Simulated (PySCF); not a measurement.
# Nonlinear optical response: chlorofluoromethane, CH$_{2}$ClF

Cartesian coordinates in Å; atom numbers follow the order of the lines, from 1:
```xyz
5

F    -0.718    1.116   -0.285
C    -0.098   -0.068   -0.065
Cl    1.419    0.182    0.805
H    -0.737   -0.698    0.551
H     0.140   -0.530   -1.023
```

Level of theory: quadratic response CAM-B3LYP/aug-cc-pVTZ first hyperpolarisability, Taylor convention, gas phase (PySCF). Geometry: PBE0-D3(BJ)/def2-TZVP.

(1) Give β for the processes computed.

(2) Which lowest excitations, dipole and polarisabilities go with it?

## Answers

(1) In au, Taylor convention; the vector part is βᵢ = ⅓ Σⱼ (βᵢⱼⱼ + βⱼᵢⱼ + βⱼⱼᵢ); β∥ is 3/5 of the vector part along the dipole, the dipole points from − to +:
| process | λ (nm) | β vector norm | β∥ | β HRS | depolarisation ratio |
| --- | --- | --- | --- | --- | --- |
| static β(0;0,0) | ∞ | 72.9 | -13.4 | 27.2 | 7.91 |
| second harmonic β(−2ω;ω,ω) | 1907 | 74.4 | -13.5 | 27.8 | 7.90 |
| Pockels β(−ω;ω,0) | 1907 | 73.4 | -13.5 | – | – |
| second harmonic β(−2ω;ω,ω) | 1064 | 77.9 | -13.8 | 29.1 | 7.87 |
| Pockels β(−ω;ω,0) | 1064 | 74.5 | -13.5 | – | – |

(2) S1 7.41 eV (f = 0.001); S2 7.89 eV (f = 0.004); S3 7.92 eV (f = 0.017); dipole 1.85 D; isotropic α 30.2 au static, 30.3 au at 1907 nm, 30.4 au at 1064 nm, 30.5 au at 953.5 nm, 31.0 au at 532 nm.
